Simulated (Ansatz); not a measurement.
System: C$_{2}$H$_{4}$O$_{2}$, charge 0, singlet. C2H4O2 (SMILES COC=O).
B3LYP-D3(BJ)/def2-TZVP minimum from Ansatz (a quantum-chemistry and plane-wave program):
```
O
C 1 1.3374
O 2 1.1990 1 125.87
H 2 1.0980 3 125.01 1 -180.00
C 1 1.4400 2 115.72 4 180.00
H 5 1.0858 1 105.58 2 -180.00
H 5 1.0891 6 110.74 1 119.38
H 5 1.0891 6 110.74 7 121.24
```
Charge 0, spin multiplicity 1.

Total energies in cc-pVDZ, 24 correlated electrons, 4 frozen orbitals. Radicals and triplets start from unrestricted determinants; spin-orbit coupling is neglected. Cores are frozen in correlated methods. No relativity.

```
method    program  energy (Eh)  minus CCSDT(Q) (mEh)
--------  -------  -----------  --------------------
HF         Ansatz   -227.80601                687.24
MP2        Ansatz   -228.44342                 49.83
CCSD       Ansatz   -228.47049                 22.76
CCSD(T)    Ansatz   -228.49069                  2.56
CCSDT(Q)   Ansatz   -228.49325                  0.00
```

Rough core times of Ansatz's runs on a shared machine: CCSD(T) under 20 s, CCSDT(Q) 10 min.
